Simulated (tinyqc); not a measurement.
Inside a calculation. Method: ROHF in the sto-3g basis, for BH2, spin multiplicity 2. One step of it, computed by the program tinyqc.

Problem. Iteration 1: building the Fock matrix. J_ij = sum D_kl (ij|kl) with D = D(alpha) + D(beta), K_ij = sum D_kl (ik|jl) for each spin; F = H + J - K(s); E = tr D H + tr D J / 2 - 0.5 sum_s tr D(s) K(s) + E_nn.

D(alpha) at the start, order 1B 1s, 1B 2s, 1B 2px, 1B 2py, 1B 2pz, 2H 1s, 3H 1s:
$$\begin{pmatrix}
1.240766 & -0.310070 & 0.000000 & 0.000000 & 0.007739 & -0.021313 & -0.021313 \\
-0.310070 & 1.160306 & 0.000000 & 0.000000 & -0.024257 & 0.078802 & 0.078802 \\
0.000000 & 0.000000 & 0.183035 & 0.000000 & 0.000000 & 0.000000 & 0.000000 \\
0.000000 & 0.000000 & 0.000000 & 0.154130 & 0.000000 & 0.029040 & -0.029040 \\
0.007739 & -0.024257 & 0.000000 & 0.000000 & 0.176289 & 0.012297 & 0.012297 \\
-0.021313 & 0.078802 & 0.000000 & 0.029040 & 0.012297 & 0.544115 & 0.009396 \\
-0.021313 & 0.078802 & 0.000000 & -0.029040 & 0.012297 & 0.009396 & 0.544115
\end{pmatrix}$$

D(beta) at the start, order 1B 1s, 1B 2s, 1B 2px, 1B 2py, 1B 2pz, 2H 1s, 3H 1s:
$$\begin{pmatrix}
0.930575 & -0.232553 & 0.000000 & 0.000000 & 0.005804 & -0.015985 & -0.015985 \\
-0.232553 & 0.870230 & 0.000000 & 0.000000 & -0.018193 & 0.059102 & 0.059102 \\
0.000000 & 0.000000 & 0.137276 & 0.000000 & 0.000000 & 0.000000 & 0.000000 \\
0.000000 & 0.000000 & 0.000000 & 0.115597 & 0.000000 & 0.021780 & -0.021780 \\
0.005804 & -0.018193 & 0.000000 & 0.000000 & 0.132217 & 0.009222 & 0.009222 \\
-0.015985 & 0.059102 & 0.000000 & 0.021780 & 0.009222 & 0.408086 & 0.007047 \\
-0.015985 & 0.059102 & 0.000000 & -0.021780 & 0.009222 & 0.007047 & 0.408086
\end{pmatrix}$$

core Hamiltonian H = T + V (hartree), order 1B 1s, 1B 2s, 1B 2px, 1B 2py, 1B 2pz, 2H 1s, 3H 1s:
$$\begin{pmatrix}
-13.069253 & -3.388832 & 0.000000 & 0.000000 & -0.011546 & -0.510572 & -0.510572 \\
-3.388832 & -4.149807 & 0.000000 & 0.000000 & -0.109509 & -1.336712 & -1.336712 \\
0.000000 & 0.000000 & -3.297001 & 0.000000 & 0.000000 & 0.000000 & 0.000000 \\
0.000000 & 0.000000 & 0.000000 & -3.436043 & 0.000000 & -1.166856 & 1.166856 \\
-0.011546 & -0.109509 & 0.000000 & 0.000000 & -3.330194 & -0.585320 & -0.585320 \\
-0.510572 & -1.336712 & 0.000000 & -1.166856 & -0.585320 & -2.534291 & -0.179132 \\
-0.510572 & -1.336712 & 0.000000 & 1.166856 & -0.585320 & -0.179132 & -2.534291
\end{pmatrix}$$

Two-electron integrals (ij|kl) in chemists' order, unique and non-zero (hartree):
```
(11|11) 2.923513    (21|11) 0.518376    (21|21) 0.109262    (22|11) 0.744229
(22|21) 0.193177    (22|22) 0.544804    (31|31) 0.020264    (32|31) 0.029996
(32|32) 0.120346    (33|11) 0.742491    (33|21) 0.193240    (33|22) 0.544682
(33|33) 0.586773    (41|41) 0.020264    (42|41) 0.029996    (42|42) 0.120346
(43|43) 0.031630    (44|11) 0.742491    (44|21) 0.193240    (44|22) 0.544682
(44|33) 0.523513    (44|44) 0.586773    (51|51) 0.020264    (52|51) 0.029996
(52|52) 0.120346    (53|53) 0.031630    (54|54) 0.031630    (55|11) 0.742491
(55|21) 0.193240    (55|22) 0.544682    (55|33) 0.523513    (55|44) 0.523513
(55|55) 0.586773    (61|11) 0.076693    (61|21) 0.016118    (61|22) 0.028629
(61|33) 0.028497    (61|41) 0.001022    (61|42) 0.001902    (61|44) 0.028829
(61|51) 0.000499    (61|52) 0.000929    (61|54) 0.000162    (61|55) 0.028576
(61|61) 0.002449    (62|11) 0.202644    (62|21) 0.053519    (62|22) 0.168362
(62|33) 0.163390    (62|41) 0.005261    (62|42) 0.033390    (62|44) 0.175297
(62|51) 0.002571    (62|52) 0.016314    (62|54) 0.005818    (62|55) 0.166233
(62|61) 0.008431    (62|62) 0.074878    (63|31) 0.005099    (63|32) 0.024463
(63|43) 0.006063    (63|53) 0.002963    (63|63) 0.007748    (64|11) 0.176966
(64|21) 0.047325    (64|22) 0.157060    (64|33) 0.148818    (64|41) 0.009055
(64|42) 0.052578    (64|44) 0.170976    (64|51) 0.001933    (64|52) 0.013737
(64|54) 0.007864    (64|55) 0.151212    (64|61) 0.007775    (64|62) 0.081522
(64|64) 0.094697    (65|11) 0.086464    (65|21) 0.023122    (65|22) 0.076738
(65|33) 0.072711    (65|41) 0.001933    (65|42) 0.013737    (65|44) 0.077612
(65|51) 0.006044    (65|52) 0.031175    (65|54) 0.008458    (65|55) 0.079806
(65|61) 0.003799    (65|62) 0.039831    (65|64) 0.042482    (65|65) 0.028505
(66|11) 0.371665    (66|21) 0.099918    (66|22) 0.356785    (66|33) 0.336288
(66|41) 0.011180    (66|42) 0.095969    (66|44) 0.385540    (66|51) 0.005463
(66|52) 0.046890    (66|54) 0.024064    (66|55) 0.348045    (66|61) 0.015960
(66|62) 0.209160    (66|64) 0.246368    (66|65) 0.120373    (66|66) 0.774606
(71|11) 0.076693    (71|21) 0.016118    (71|22) 0.028629    (71|33) 0.028497
(71|41) -0.001022   (71|42) -0.001902   (71|44) 0.028829    (71|51) 0.000499
(71|52) 0.000929    (71|54) -0.000162   (71|55) 0.028576    (71|61) 0.002337
(71|62) 0.007674    (71|64) 0.006508    (71|65) 0.003474    (71|66) 0.014267
(71|71) 0.002449    (72|11) 0.202644    (72|21) 0.053519    (72|22) 0.168362
(72|33) 0.163390    (72|41) -0.005261   (72|42) -0.033390   (72|44) 0.175297
(72|51) 0.002571    (72|52) 0.016314    (72|54) -0.005818   (72|55) 0.166233
(72|61) 0.007674    (72|62) 0.046330    (72|64) 0.038246    (72|65) 0.024101
(72|66) 0.096538    (72|71) 0.008431    (72|72) 0.074878    (73|31) 0.005099
(73|32) 0.024463    (73|43) -0.006063   (73|53) 0.002963    (73|63) 0.004245
(73|73) 0.007748    (74|11) -0.176966   (74|21) -0.047325   (74|22) -0.157060
(74|33) -0.148818   (74|41) 0.009055    (74|42) 0.052578    (74|44) -0.170976
(74|51) -0.001933   (74|52) -0.013737   (74|54) 0.007864    (74|55) -0.151212
(74|61) -0.006508   (74|62) -0.038246   (74|64) -0.028533   (74|65) -0.019592
(74|66) -0.077682   (74|71) -0.007775   (74|72) -0.081522   (74|74) 0.094697
(75|11) 0.086464    (75|21) 0.023122    (75|22) 0.076738    (75|33) 0.072711
(75|41) -0.001933   (75|42) -0.013737   (75|44) 0.077612    (75|51) 0.006044
(75|52) 0.031175    (75|54) -0.008458   (75|55) 0.079806    (75|61) 0.003474
(75|62) 0.024101    (75|64) 0.019592    (75|65) 0.016505    (75|66) 0.052170
(75|71) 0.003799    (75|72) 0.039831    (75|74) -0.042482   (75|75) 0.028505
(76|11) 0.025163    (76|21) 0.006637    (76|22) 0.020928    (76|33) 0.020368
(76|44) 0.021086    (76|51) 0.000563    (76|52) 0.003556    (76|55) 0.021311
(76|61) 0.001005    (76|62) 0.007589    (76|64) 0.007265    (76|65) 0.004421
(76|66) 0.018591    (76|71) 0.001005    (76|72) 0.007589    (76|74) -0.007265
(76|75) 0.004421    (76|76) 0.001004    (77|11) 0.371665    (77|21) 0.099918
(77|22) 0.356785    (77|33) 0.336288    (77|41) -0.011180   (77|42) -0.095969
(77|44) 0.385540    (77|51) 0.005463    (77|52) 0.046890    (77|54) -0.024064
(77|55) 0.348045    (77|61) 0.014267    (77|62) 0.096538    (77|64) 0.077682
(77|65) 0.052170    (77|66) 0.208090    (77|71) 0.015960    (77|72) 0.209160
(77|74) -0.246368   (77|75) 0.120373    (77|76) 0.018591    (77|77) 0.774606
```

nuclear repulsion = 3.94900975 hartree

Give: Coulomb J; exchange K(alpha); exchange K(beta); F(alpha); F(beta); total energy of this density.

Solution.

Coulomb J (hartree), order 1B 1s, 1B 2s, 1B 2px, 1B 2py, 1B 2pz, 2H 1s, 3H 1s:
$$\begin{pmatrix}
8.816 & 1.802 & 0.000 & 0.000 & 0.011 & 0.267 & 0.267 \\
1.802 & 3.809 & 0.000 & 0.000 & 0.094 & 1.212 & 1.212 \\
0.000 & 0.000 & 3.763 & 0.000 & 0.000 & 0.000 & 0.000 \\
0.000 & 0.000 & 0.000 & 3.865 & 0.000 & 1.147 & -1.147 \\
0.011 & 0.094 & 0.000 & 0.000 & 3.787 & 0.575 & 0.575 \\
0.267 & 1.212 & 0.000 & 1.147 & 0.575 & 2.797 & 0.150 \\
0.267 & 1.212 & 0.000 & -1.147 & 0.575 & 0.150 & 2.797
\end{pmatrix}$$

exchange K(alpha) (hartree), order 1B 1s, 1B 2s, 1B 2px, 1B 2py, 1B 2pz, 2H 1s, 3H 1s:
$$\begin{pmatrix}
3.445 & 0.632 & 0.000 & 0.000 & 0.006 & 0.104 & 0.104 \\
0.632 & 0.845 & 0.000 & 0.000 & 0.049 & 0.367 & 0.367 \\
0.000 & 0.000 & 0.281 & 0.000 & 0.000 & 0.000 & 0.000 \\
0.000 & 0.000 & 0.000 & 0.387 & 0.000 & 0.221 & -0.221 \\
0.006 & 0.049 & 0.000 & 0.000 & 0.306 & 0.113 & 0.113 \\
0.104 & 0.367 & 0.000 & 0.221 & 0.113 & 0.577 & 0.085 \\
0.104 & 0.367 & 0.000 & -0.221 & 0.113 & 0.085 & 0.577
\end{pmatrix}$$

exchange K(beta) (hartree), order 1B 1s, 1B 2s, 1B 2px, 1B 2py, 1B 2pz, 2H 1s, 3H 1s:
$$\begin{pmatrix}
2.583 & 0.474 & 0.000 & 0.000 & 0.004 & 0.078 & 0.078 \\
0.474 & 0.634 & 0.000 & 0.000 & 0.037 & 0.275 & 0.275 \\
0.000 & 0.000 & 0.211 & 0.000 & 0.000 & 0.000 & 0.000 \\
0.000 & 0.000 & 0.000 & 0.290 & 0.000 & 0.166 & -0.166 \\
0.004 & 0.037 & 0.000 & 0.000 & 0.229 & 0.085 & 0.085 \\
0.078 & 0.275 & 0.000 & 0.166 & 0.085 & 0.432 & 0.064 \\
0.078 & 0.275 & 0.000 & -0.166 & 0.085 & 0.064 & 0.432
\end{pmatrix}$$

F(alpha) (hartree), order 1B 1s, 1B 2s, 1B 2px, 1B 2py, 1B 2pz, 2H 1s, 3H 1s:
$$\begin{pmatrix}
-7.698 & -2.218 & 0.000 & 0.000 & -0.007 & -0.347 & -0.347 \\
-2.218 & -1.186 & 0.000 & 0.000 & -0.064 & -0.492 & -0.492 \\
0.000 & 0.000 & 0.185 & 0.000 & 0.000 & 0.000 & 0.000 \\
0.000 & 0.000 & 0.000 & 0.042 & 0.000 & -0.241 & 0.241 \\
-0.007 & -0.064 & 0.000 & 0.000 & 0.151 & -0.124 & -0.124 \\
-0.347 & -0.492 & 0.000 & -0.241 & -0.124 & -0.314 & -0.115 \\
-0.347 & -0.492 & 0.000 & 0.241 & -0.124 & -0.115 & -0.314
\end{pmatrix}$$

F(beta) (hartree), order 1B 1s, 1B 2s, 1B 2px, 1B 2py, 1B 2pz, 2H 1s, 3H 1s:
$$\begin{pmatrix}
-6.837 & -2.060 & 0.000 & 0.000 & -0.005 & -0.321 & -0.321 \\
-2.060 & -0.974 & 0.000 & 0.000 & -0.052 & -0.400 & -0.400 \\
0.000 & 0.000 & 0.255 & 0.000 & 0.000 & 0.000 & 0.000 \\
0.000 & 0.000 & 0.000 & 0.139 & 0.000 & -0.186 & 0.186 \\
-0.005 & -0.052 & 0.000 & 0.000 & 0.227 & -0.096 & -0.096 \\
-0.321 & -0.400 & 0.000 & -0.186 & -0.096 & -0.170 & -0.093 \\
-0.321 & -0.400 & 0.000 & 0.186 & -0.096 & -0.093 & -0.170
\end{pmatrix}$$

total energy of this density = -25.19869 hartree

This density is the starting one; it is not idempotent, so its energy is not variational and may lie below the converged one.
